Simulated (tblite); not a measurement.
Q: What does the GFN2-xTB structure of `C1(C)=C(C)[PH]1=S` look like in three dimensions?

A: 
```xyz
13
C4H7PS angstrom
C      1.8857   -0.6010   -0.2360
C      0.6573    0.1893   -0.0547
C     -0.6798    0.0968   -0.0435
C     -1.7897   -0.8567   -0.2036
P     -0.1169    1.7400    0.4716
S     -0.1552    2.5187    2.2405
H      2.4969   -0.5463    0.6651
H      2.4758   -0.2032   -1.0616
H      1.6376   -1.6419   -0.4397
H     -2.4446   -0.5455   -1.0172
H     -1.4027   -1.8530   -0.4141
H     -2.3856   -0.8872    0.7088
H     -0.1833    2.5906   -0.6333
```

Orientation and origin are arbitrary. Atoms count from 1 in this order. P5 (phosphorus bonded to 2 C, S and H) has angles from 43.4° to 128.3°. The 3-membered ring C2–C3–P5 has internal angles of 43.4° to 68.3°. The 3 C–C bonds span 1.340 Å (C2=C3, drawn double) to 1.472 Å (C3–C4, drawn single), a spread of 0.132 Å.

Bonds between heavy atoms (Å): C1–C2 1.472, C2=C3 1.340, C3–C4 1.472, C3–P5 1.812, P5=S6 1.933, C2–P5 1.811.

Computed geometry: GFN2-xTB, gas phase.

Point group: Cs (tolerance 0.08 Å). Its GFN2-xTB frequencies are all real (lowest 96 cm⁻¹). 2 starts were optimised and ended at 0.00 and 0.52 kcal/mol (GFN2-xTB); the lowest of these is shown.

The run took 0.14 s wall on one thread of an Arm Neoverse V2, shared host with 96 logical CPUs at a one-minute load of 23. This is the geometry optimisation.
